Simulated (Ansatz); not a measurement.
The input, for Ansatz 0.2.0:

```yaml
crystal:
  periodic: [false, false, false]
  atoms:
    - {symbol: N, position_ang: [-1.205239, -0.018366, -0.028586]}
    - {symbol: H, position_ang: [-1.502519, 0.949467, -0.028586]}
    - {symbol: H, position_ang: [-1.502518, -0.420665, 0.851673]}
    - {symbol: H, position_ang: [0.051761, -0.018366, -0.028587]}
    - {symbol: N, position_ang: [1.417761, -0.018365, -0.028587]}
basis:
  gaussian: {orbitals: cc-pVDZ}
magnetization: {spin_polarized: false, initial_magnetization: 3}
correlation: {method: fic_mrcisd_q, electrons: outside_noble_gas, active_space: {window: {electrons: 5, orbitals: 5}}}
```

```sh
$ ansatz run in.yaml --threads 1 --pin off --events-out ev --progress --plain --max-ram 2393MiB
```

Q: Roughly how long does this take on 1 thread of Intel Xeon Platinum 8259CL, shared host, and how much host memory?

A: 2 s wall and 0.12 GiB.

```
404 factors; integrals over basis functions are off by at most 1.0e-3 eV
mean field evaluation 1: about -3004.7000 eV, gradient 2.7e1 eV
mean field evaluation 2: about -3004.7268 eV, gradient 2.7e1 eV
mean field evaluation 4: about -3006.8894 eV, gradient 4.5e0 eV
mean field evaluation 8: about -3007.1543 eV, gradient 5.6e-1 eV
mean field evaluation 16: about -3007.1751 eV, gradient 2.3e-6 eV
mean field -3007.17508991 eV, -110.5116462176 hartree, gradient 2.4e-6 eV, S^2 3.750000; 0 other end points of the search recorded, 0 dependent functions left out
reference -3007.17508991 eV, -110.5116462176 hartree; 10, 7 occupied and 33, 36 virtual orbitals, 404 factors
state -3007.96010977 eV, -110.5404951656 hartree
contracted CI cycle   1: correlation 0.00000000 eV, 0.0000000000 hartree, residual 2.65e1 eV
contracted CI cycle   2: correlation -7.09426691 eV, -0.2607095004 hartree, residual 4.01e0 eV
contracted CI cycle   3: correlation -7.28005292 eV, -0.2675370101 hartree, residual 8.68e-1 eV
contracted CI cycle   4: correlation -7.29043882 eV, -0.2679186849 hartree, residual 2.20e-1 eV
contracted CI cycle   5: correlation -7.29120986 eV, -0.2679470203 hartree, residual 7.82e-2 eV
contracted CI cycle   6: correlation -7.29132347 eV, -0.2679511952 hartree, residual 3.65e-2 eV
contracted CI cycle   7: correlation -7.29134857 eV, -0.2679521178 hartree, residual 1.53e-2 eV
contracted CI cycle   8: correlation -7.29135237 eV, -0.2679522572 hartree, residual 5.37e-3 eV
contracted CI cycle   9: correlation -7.29135280 eV, -0.2679522733 hartree, residual 1.77e-3 eV
contracted CI cycle  10: correlation -7.29135285 eV, -0.2679522751 hartree, residual 6.55e-4 eV
state -3007.96010977 eV, -110.5404951656 hartree; corrected -3015.88288569 eV, -110.8316518103 hartree
Total energy: -3015.88288569 eV, -110.8316518103 hartree
```

Natural occupations: 1.9599 1.0012 1.0000 1.0000 0.0389.

For the same geometry and basis UCCSDT(Q) lies 93.1 meV lower.
